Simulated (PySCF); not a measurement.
Field gradients at the hydrogen positions

Compound: C4H12P2.
Structure used (PBE0-D3(BJ)/def2-SVP), in Å, numbered top down from 1:
```
atom  x, y, z in Å
C1     0.5567   -1.3104   -0.6046
C2    -0.0495   -0.1940    0.2393
C3    -1.3689   -0.6607    0.8592
C4    -0.2852    1.0524   -0.6148
P5     1.0441    0.3265    1.6975
P6     2.9534    0.7888    0.6230
H7    -0.1184   -1.5633   -1.4405
H8     1.5266   -1.0159   -1.0338
H9     0.7104   -2.2243   -0.0096
H10   -2.0795   -0.9461    0.0649
H11   -1.2237   -1.5406    1.5063
H12   -1.8366    0.1319    1.4640
H13   -0.6911    1.8844   -0.0175
H14    0.6462    1.3961   -1.0951
H15   -1.0069    0.8311   -1.4188
H16    1.4735   -0.9902    2.0596
H17    3.7466    0.6116    1.7982
H18    2.8660    2.2027    0.8142
```

Level: PBE0/pcSseg-1 (PySCF, non-relativistic); Q(2H) = 0.00286 b; rigid geometry, the same for H and D, with no vibrational averaging.

Question: What are Vzz, η and χzz (234.96 MHz × Q × Vzz) at all hydrogens?

Answer: 
| atom | bonded to | bond length (Å) | Vzz (au) | η | χzz (kHz) |
| --- | --- | --- | --- | --- | --- |
| H7 | C1 | 1.104 | 0.2875 | 0.03 | 193 |
| H8 | C1 | 1.101 | 0.2866 | 0.03 | 193 |
| H9 | C1 | 1.101 | 0.2914 | 0.03 | 196 |
| H10 | C3 | 1.103 | 0.2882 | 0.03 | 194 |
| H11 | C3 | 1.102 | 0.2898 | 0.03 | 195 |
| H12 | C3 | 1.101 | 0.2895 | 0.02 | 195 |
| H13 | C4 | 1.102 | 0.2888 | 0.02 | 194 |
| H14 | C4 | 1.103 | 0.2869 | 0.03 | 193 |
| H15 | C4 | 1.103 | 0.2891 | 0.02 | 194 |
| H16 | P5 | 1.431 | 0.1669 | 0.10 | 112 |
| H17 | P6 | 1.429 | 0.1696 | 0.09 | 114 |
| H18 | P6 | 1.429 | 0.1684 | 0.08 | 113 |

Question: Average by the element that carries the hydrogen.

Answer: on C: 194 kHz over 9 positions, mean bond length 1.102 Å; on P: 113 kHz over 3 positions, mean bond length 1.430 Å.

One conformer (not necessarily the lowest) at the PBE0-D3(BJ)/def2-SVP geometry, without solvent, vibrations or thermal averaging. With so small a basis the couplings can be 20 % off.
